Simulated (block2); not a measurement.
**CH2AlN (SMILES N#[C][AlH2]) at DMRG/ANO-RCC-MB**

What is the vertical ionisation energy of CH2AlN at DMRG/ANO-RCC-MB? 

Program for the calculation: block2 0.5.4.

3 further runs of the same task are left out: 3 set aside as unsound or not needed.

### 1 The system as given

CH2AlN: 5 atoms, total charge 0, spin state singlet. SMILES: `N#[C][AlH2]`. The coordinates come from a PBE0-D4/def2-TZVP relaxation.

Bond lengths: N1–C2 1.154 Å, C2–Al3 1.938 Å, Al3–H4 1.573 Å, Al3–H5 1.572 Å. Angles: N1–C2–Al3 180.0°, C2–Al3–H4 117.0°, C2–Al3–H5 117.0°, H4–Al3–H5 126.1°.

### 2 The energy at DMRG/ANO-RCC-MB

The input, block2_dmrg.py:

```python
import numpy as np
from pyscf import cc, dft, gto, mcscf, mp, scf
from pyblock2._pyscf.ao2mo import integrals as itg
from pyblock2.driver.core import DMRGDriver, SymmetryTypes
from scipy.stats import linregress

geom = """
N      1.382300    -1.346000     1.394200
C      0.714200    -0.698000     0.711800
Al    -0.407200     0.390000    -0.434600
H     -1.629700    -0.322900    -1.120200
H     -0.009700     1.903200    -0.592600
"""
mol = gto.M(
    atom=geom,
    basis="ano-rcc-mb",
    charge=0,
    verbose=3,
    max_memory=2000,
)
print("basis functions = %d" % (mol.nao))
mf = scf.RHF(mol)
mf.conv_tol = 1e-10
mf.max_cycle = 200
mf.kernel()
if not mf.converged:
    mf = mf.newton().run(mf.mo_coeff, mf.mo_occ)
print("reference energy = %.10f" % (mf.e_tot))
# MP2, CCSD and CCSD(T) with the same frozen core
ref = mf
pt = mp.MP2(ref, frozen=7).run()
mycc = cc.CCSD(ref, frozen=7)
mycc.max_cycle = 150
mycc.kernel()
print(f"E(MP2) = {pt.e_tot:.10f}")
if mycc.converged:
    print("CCSD total energy = %.10f" % (mycc.e_tot))
    print("CCSD(T) total energy = %.10f" % (mycc.e_tot + mycc.ccsd_t()))
    print("T1 = %.4f" % (mycc.get_t1_diagnostic()))
# a few density functionals on the same geometry and basis
ks = dft.RKS(mol, xc="pbe").set(conv_tol=1e-9, verbose=3).run()
if ks.converged:
    print("E(PBE) = %.8f" % (ks.e_tot))
ks = dft.RKS(mol, xc="hse06").set(conv_tol=1e-9, verbose=3).run()
if ks.converged:
    print(f"E(HSE06) = {ks.e_tot:.8f}")
ks = dft.RKS(mol, xc="b3lyp").set(conv_tol=1e-9, verbose=3).run()
if ks.converged:
    print(f"E(B3LYP) = {ks.e_tot:.8f}")
ks = dft.RKS(mol, xc="pbe0").set(conv_tol=1e-9, verbose=3).run()
if ks.converged:
    print("E(PBE0) = %.8f" % (ks.e_tot))
ks = dft.RKS(mol, xc="lda,vwn5").set(conv_tol=1e-9, verbose=3).run()
if ks.converged:
    print(f"E(SVWN5) = {ks.e_tot:.8f}")
# rotate to MP2 natural orbitals
occ_no, mo = mcscf.addons.make_natural_orbitals(mp.MP2(mf, frozen=7).run())
mf.mo_coeff = mo
ncas, n_elec, spin, ecore, h1e, g2e, orb_sym = itg.get_rhf_integrals(mf, ncore=7, ncas=14, pg_symm=False, g2e_symm=1)
drv = DMRGDriver(scratch="./tmp", symm_type=SymmetryTypes.SU2, stack_mem=1500 << 20, n_threads=1)
# orbital ordering
idx = drv.orbital_reordering(h1e, g2e, method="fiedler")
print("orbital order:", idx.tolist())
h1e = h1e[np.ix_(idx, idx)]
g2e = g2e[np.ix_(idx, idx, idx, idx)]
orb_sym = np.array(orb_sym)[idx]
drv.initialize_system(n_sites=ncas, n_elec=n_elec, spin=spin, orb_sym=orb_sym)
mpo = drv.get_qc_mpo(h1e=h1e, g2e=g2e, ecore=ecore, iprint=0)
occs = np.array([1.8] * 7 + [0.2] * 7)[idx]
mps = drv.get_random_mps(tag="GS", bond_dim=50, nroots=1, occs=occs)
bond_dims = [50] * 3 + [75] * 3 + [100] * 3
noises = [0.0001] * 3 + [0.0001] * 3 + [1e-05] * 3 + [0]
thrds = [1e-09] * 9
e = drv.dmrg(mpo, mps, n_sweeps=15, tol=1e-06, bond_dims=bond_dims, noises=noises, thrds=thrds, iprint=1)
ms, dws, es = drv.get_dmrg_results()
print("discarded weight = %.3e" % (dws[-1]))
print(f"final energy = {e:.10f}")
csf, coef = drv.get_csf_coefficients(mps, cutoff=0.05, iprint=1)
print("leading coefficient squared = %.4f" % (np.max(np.abs(coef)) ** 2))
# extrapolation to zero discarded weight
mps = drv.adjust_mps(mps, dot=2)[0]
back = [90, 75, 60, 45]
drv.dmrg(mpo, mps, n_sweeps=4 * len(back), tol=0, bond_dims=[m for m in back for _ in range(4)], noises=[0] * (4 * len(back)), thrds=[1e-9] * (4 * len(back)), iprint=1)
ms, dws, es = drv.get_dmrg_results()
ms, dws, es = ms[3::4], dws[3::4], np.array(es)[3::4, 0]
fit = linregress(dws, es)
print("M values =", np.round(ms, 1).tolist())
print("DW(M) =", np.round(dws, 12).tolist())
print("E(M) =", np.round(es, 9).tolist())
print("E(DW -> 0) = %.8f" % (fit.intercept))
print("error estimate = %.3e" % (abs(fit.intercept - es.min()) / 5))
```

The run is started by

```bash
$ python block2_dmrg.py
```

The program printed:

```text
basis functions = 21
converged SCF energy = -335.150802336752
reference energy = -335.1508023368
E(RMP2) = -335.319387197289  E_corr = -0.168584860536524
E(SCS-RMP2) = -335.31984597376  E_corr = -0.169043637008214
E(CCSD) = -335.3320727809567  E_corr = -0.1812704442046148
E(MP2) = -335.3193871973
CCSD total energy = -335.3320727810
CCSD(T) correction = -0.00223200599588508
CCSD(T) total energy = -335.3343047870
T1 = 0.0077
converged SCF energy = -335.996500403617
E(PBE) = -335.99650040
converged SCF energy = -336.039659185206
E(HSE06) = -336.03965919
converged SCF energy = -336.27250297984
E(B3LYP) = -336.27250298
converged SCF energy = -336.015666686906
E(PBE0) = -336.01566669
converged SCF energy = -334.361857018875
E(SVWN5) = -334.36185702
E(RMP2) = -335.319387197289  E_corr = -0.168584860536524
E(SCS-RMP2) = -335.31984597376  E_corr = -0.169043637008214
orbital order: [13, 2, 12, 11, 1, 10, 9, 4, 3, 0, 8, 6, 7, 5]

Sweep =    0 | Direction =  forward | Bond dimension =   50 | Noise =  1.00e-04 | Dav threshold =  1.00e-09
Time elapsed =      1.368 | E =    -335.3163447144 | DW = 1.42617e-06

Sweep =    1 | Direction = backward | Bond dimension =   50 | Noise =  1.00e-04 | Dav threshold =  1.00e-09
Time elapsed =      2.713 | E =    -335.3345361523 | DE = -1.82e-02 | DW = 3.53723e-05

[... 30 lines left out ...]
discarded weight = 1.990e-05
final energy = -335.3363181445
[... 2 lines left out ...]
Sum of weights of included CSF =    0.929721574494910
[... 32 lines left out ...]
Sweep =    8 | Direction =  forward | Bond dimension =   60 | Noise =  0.00e+00 | Dav threshold =  1.00e-09
Time elapsed =     19.644 | E =    -335.3360287722 | DE = 7.60e-05 | DW = 6.51763e-05

Sweep =    9 | Direction = backward | Bond dimension =   60 | Noise =  0.00e+00 | Dav threshold =  1.00e-09
Time elapsed =     21.010 | E =    -335.3358136679 | DE = 2.15e-04 | DW = 4.94204e-05

Sweep =   10 | Direction =  forward | Bond dimension =   60 | Noise =  0.00e+00 | Dav threshold =  1.00e-09
Time elapsed =     22.366 | E =    -335.3358178246 | DE = -4.16e-06 | DW = 4.84990e-05

Sweep =   11 | Direction = backward | Bond dimension =   60 | Noise =  0.00e+00 | Dav threshold =  1.00e-09
Time elapsed =     23.701 | E =    -335.3358175351 | DE = 2.89e-07 | DW = 4.63374e-05

Sweep =   12 | Direction =  forward | Bond dimension =   45 | Noise =  0.00e+00 | Dav threshold =  1.00e-09
Time elapsed =     24.764 | E =    -335.3356993127 | DE = 1.18e-04 | DW = 1.26789e-04

Sweep =   13 | Direction = backward | Bond dimension =   45 | Noise =  0.00e+00 | Dav threshold =  1.00e-09
Time elapsed =     25.626 | E =    -335.3353080188 | DE = 3.91e-04 | DW = 8.63541e-05

Sweep =   14 | Direction =  forward | Bond dimension =   45 | Noise =  0.00e+00 | Dav threshold =  1.00e-09
Time elapsed =     26.476 | E =    -335.3353158351 | DE = -7.82e-06 | DW = 8.42015e-05

Sweep =   15 | Direction = backward | Bond dimension =   45 | Noise =  0.00e+00 | Dav threshold =  1.00e-09
Time elapsed =     27.307 | E =    -335.3353162326 | DE = -3.97e-07 | DW = 8.42993e-05

M values = [90, 75, 60, 45]
DW(M) = [2.5052679e-05, 3.171884e-05, 4.6337404e-05, 8.4299264e-05]
E(M) = [-335.336256067, -335.336104785, -335.335817535, -335.335316233]
E(DW -> 0) = -335.33660039
error estimate = 6.887e-05
```

It took 88 s on 1 thread of AMD EPYC 7R43 (Zen 3), shared host; peak memory 0.35 GiB.

### 3 The doublet cation: the energy at DMRG/ANO-RCC-MB

The input, job.py:

```python
import numpy as np
from pyscf import cc, dft, gto, mcscf, mp, scf
from pyblock2._pyscf.ao2mo import integrals as itg
from pyblock2.driver.core import DMRGDriver, SymmetryTypes

geom = """
N      1.382300    -1.346000     1.394200
C      0.714200    -0.698000     0.711800
Al    -0.407200     0.390000    -0.434600
H     -1.629700    -0.322900    -1.120200
H     -0.009700     1.903200    -0.592600
"""
mol = gto.M(
    atom=geom,
    basis="ano-rcc-mb",
    charge=1,
    spin=1,
    verbose=3,
    max_memory=2000,
)
print("basis functions = %d" % (mol.nao))
mf = scf.ROHF(mol)
mf.conv_tol = 1e-10
mf.max_cycle = 200
mf.kernel()
if not mf.converged:
    mf = mf.newton().run(mf.mo_coeff, mf.mo_occ)
print(f"E(HF) = {mf.e_tot:.10f}")
# single-reference ladder for comparison
ref = scf.UHF(mol).run(mf.make_rdm1(), conv_tol=1e-10)
pt = mp.MP2(ref, frozen=7).run()
mycc = cc.CCSD(ref, frozen=7)
mycc.max_cycle = 150
mycc.kernel()
print(f"MP2 total energy = {pt.e_tot:.10f}")
if mycc.converged:
    print("E(CCSD) = %.10f" % (mycc.e_tot))
    print("CCSD(T) total energy = %.10f" % (mycc.e_tot + mycc.ccsd_t()))
# a few density functionals on the same geometry and basis
ks = dft.UKS(mol, xc="pbe").set(conv_tol=1e-9, verbose=3).run(mf.make_rdm1())
if ks.converged:
    print("E(PBE) = %.8f" % (ks.e_tot))
ks = dft.UKS(mol, xc="hse06").set(conv_tol=1e-9, verbose=3).run(mf.make_rdm1())
if ks.converged:
    print("E(HSE06) = %.8f" % (ks.e_tot))
ks = dft.UKS(mol, xc="b3lyp").set(conv_tol=1e-9, verbose=3).run(mf.make_rdm1())
if ks.converged:
    print("E(B3LYP) = %.8f" % (ks.e_tot))
ks = dft.UKS(mol, xc="pbe0").set(conv_tol=1e-9, verbose=3).run(mf.make_rdm1())
if ks.converged:
    print("E(PBE0) = %.8f" % (ks.e_tot))
ks = dft.UKS(mol, xc="lda,vwn5").set(conv_tol=1e-9, verbose=3).run(mf.make_rdm1())
if ks.converged:
    print(f"E(SVWN5) = {ks.e_tot:.8f}")
# natural orbitals of MP2 give a compact matrix product state
occ_no, mo = mcscf.addons.make_natural_orbitals(mp.MP2(mf.to_uhf(), frozen=7).run())
mf.mo_coeff = mo
ncas, n_elec, spin, ecore, h1e, g2e, orb_sym = itg.get_rhf_integrals(mf, ncore=7, ncas=14, pg_symm=False, g2e_symm=1)
dmrg = DMRGDriver(scratch="./tmp", symm_type=SymmetryTypes.SU2, stack_mem=1500 << 20, n_threads=1)
# order the orbitals along the chain
idx = dmrg.orbital_reordering(h1e, g2e, method="fiedler")
print("orbital order:", idx.tolist())
h1e = h1e[np.ix_(idx, idx)]
g2e = g2e[np.ix_(idx, idx, idx, idx)]
orb_sym = np.array(orb_sym)[idx]
dmrg.initialize_system(n_sites=ncas, n_elec=n_elec, spin=spin, orb_sym=orb_sym)
mpo = dmrg.get_qc_mpo(h1e=h1e, g2e=g2e, ecore=ecore, iprint=0)
occs = np.array([1.7] * 6 + [1.0] * 1 + [0.3] * 7)[idx]
psi = dmrg.get_random_mps(tag="GS", bond_dim=100, nroots=1, occs=occs)
bond_dims = [100] * 3 + [200] * 3
noises = [0.0001] * 3 + [1e-05] * 3 + [0]
thrds = [1e-08] * 6
e = dmrg.dmrg(mpo, psi, n_sweeps=12, tol=1e-07, bond_dims=bond_dims, noises=noises, thrds=thrds, iprint=1)
ms, dws, es = dmrg.get_dmrg_results()
print("DW = %.3e" % (dws[-1]))
print("total energy = %.10f" % (e))
dm1 = dmrg.get_1pdm(psi)
print("NOONs =", np.round(np.linalg.eigvalsh(dm1)[::-1], 5).tolist())
c_act = mf.mo_coeff[:, 7:21][:, idx]
dm_ao = c_act @ dm1 @ c_act.T + 2 * mf.mo_coeff[:, :7] @ mf.mo_coeff[:, :7].T
print("dipole / D =", np.round(scf.hf.dip_moment(mol, dm_ao, verbose=0), 4).tolist())
print("largest bipartite entropy = %.4f" % (max(dmrg.get_bipartite_entanglement(psi))))
```

The run is started by

```bash
$ python job.py
```

The program printed:

```text
basis functions = 21
converged SCF energy = -334.68682036934
E(HF) = -334.6868203693
converged SCF energy = -334.704506025287  <S^2> = 0.9249818  2S+1 = 2.1679315
E(UMP2) = -334.859175240552  E_corr = -0.154669215265498
E(SCS-UMP2) = -334.858043840665  E_corr = -0.153537815378026
E(UCCSD) = -334.8844714455229  E_corr = -0.179965420235976
MP2 total energy = -334.8591752406
E(CCSD) = -334.8844714455
UCCSD(T) correction = -0.00330824141968831
CCSD(T) total energy = -334.8877796869

WARN: HOMO -0.573005384084572 >= LUMO -0.572516148851444

SCF not converged.
SCF energy = -335.450452858252 after 50 cycles  <S^2> = 0.75983112  2S+1 = 2.0098071
converged SCF energy = -335.572932428837  <S^2> = 0.77074232  2S+1 = 2.0206359
E(HSE06) = -335.57293243
converged SCF energy = -335.805774135507  <S^2> = 0.76839425  2S+1 = 2.0183104
E(B3LYP) = -335.80577414
converged SCF energy = -335.546983218801  <S^2> = 0.76944475  2S+1 = 2.0193511
E(PBE0) = -335.54698322
SCF not converged.
SCF energy = -333.901403201214 after 50 cycles  <S^2> = 0.75966342  2S+1 = 2.0096402
E(UMP2) = -334.858786827383  E_corr = -0.171966458043297
E(SCS-UMP2) = -334.859157379326  E_corr = -0.172337009986751
orbital order: [13, 12, 11, 9, 10, 6, 3, 1, 2, 7, 5, 0, 4, 8]

Sweep =    0 | Direction =  forward | Bond dimension =  100 | Noise =  1.00e-04 | Dav threshold =  1.00e-08
Time elapsed =      7.253 | E =    -334.8649330588 | DW = 1.23785e-05

Sweep =    1 | Direction = backward | Bond dimension =  100 | Noise =  1.00e-04 | Dav threshold =  1.00e-08
Time elapsed =     12.860 | E =    -334.8909343062 | DE = -2.60e-02 | DW = 1.03618e-04

Sweep =    2 | Direction =  forward | Bond dimension =  100 | Noise =  1.00e-04 | Dav threshold =  1.00e-08
Time elapsed =     16.241 | E =    -334.8915434479 | DE = -6.09e-04 | DW = 1.37751e-04

Sweep =    3 | Direction = backward | Bond dimension =  200 | Noise =  1.00e-05 | Dav threshold =  1.00e-08
Time elapsed =     22.905 | E =    -334.8930548233 | DE = -1.51e-03 | DW = 1.25727e-05

Sweep =    4 | Direction =  forward | Bond dimension =  200 | Noise =  1.00e-05 | Dav threshold =  1.00e-08
Time elapsed =     32.921 | E =    -334.8933201916 | DE = -2.65e-04 | DW = 3.58187e-05

Sweep =    5 | Direction = backward | Bond dimension =  200 | Noise =  1.00e-05 | Dav threshold =  1.00e-08
Time elapsed =     42.678 | E =    -334.8934035024 | DE = -8.33e-05 | DW = 3.94276e-05

Sweep =    6 | Direction =  forward | Bond dimension =  200 | Noise =  0.00e+00 | Dav threshold =  1.00e-08
Time elapsed =     51.401 | E =    -334.8934302527 | DE = -2.68e-05 | DW = 3.83827e-05

Sweep =    7 | Direction = backward | Bond dimension =  200 | Noise =  0.00e+00 | Dav threshold =  1.00e-08
Time elapsed =     60.119 | E =    -334.8934347234 | DE = -4.47e-06 | DW = 3.85065e-05

Sweep =    8 | Direction =  forward | Bond dimension =  200 | Noise =  0.00e+00 | Dav threshold =  1.00e-08
Time elapsed =     68.945 | E =    -334.8934359691 | DE = -1.25e-06 | DW = 3.85180e-05

Sweep =    9 | Direction = backward | Bond dimension =  200 | Noise =  0.00e+00 | Dav threshold =  1.00e-08
Time elapsed =     77.589 | E =    -334.8934362243 | DE = -2.55e-07 | DW = 3.85738e-05

Sweep =   10 | Direction =  forward | Bond dimension =  200 | Noise =  0.00e+00 | Dav threshold =  1.00e-08
Time elapsed =     86.468 | E =    -334.8934362850 | DE = -6.07e-08 | DW = 3.85797e-05

DW = 3.858e-05
total energy = -334.8934362850
NOONs = [1.98826, 1.97248, 1.95191, 1.9382, 1.91447, 1.91268, 1.03339, 0.0942, 0.09308, 0.04523, 0.02188, 0.01611, 0.01202, 0.00609]
dipole / D = [1.5614, -1.5435, 1.5091]
largest bipartite entropy = 1.3460
```

It took 3.1 min on 1 thread of AMD EPYC 7R43 (Zen 3), shared host; peak memory 0.51 GiB.

### 4 Results

Level: DMRG/ANO-RCC-MB, 7 core orbitals frozen.

| quantity | value |
| --- | --- |
| run 1, DMRG/ANO-RCC-MB: total energy | -335.33632 Eh |
| run 1, DMRG/ANO-RCC-MB: T1 diagnostic of the CCSD step | 0.008 |
| doublet cation: total energy | -334.89344 Eh |
| vertical ionisation energy (to the doublet cation) | 12.051 eV |

What this shows: Removing an electron at fixed nuclei costs 12.05 eV (278 kcal/mol). In a minimal basis such a difference can be off by several eV, whatever the method. The basis (run 1, DMRG/ANO-RCC-MB) was made for a relativistic Hamiltonian, but the run is non-relativistic. The basis (doublet cation) was made for a relativistic Hamiltonian, but the run is non-relativistic.
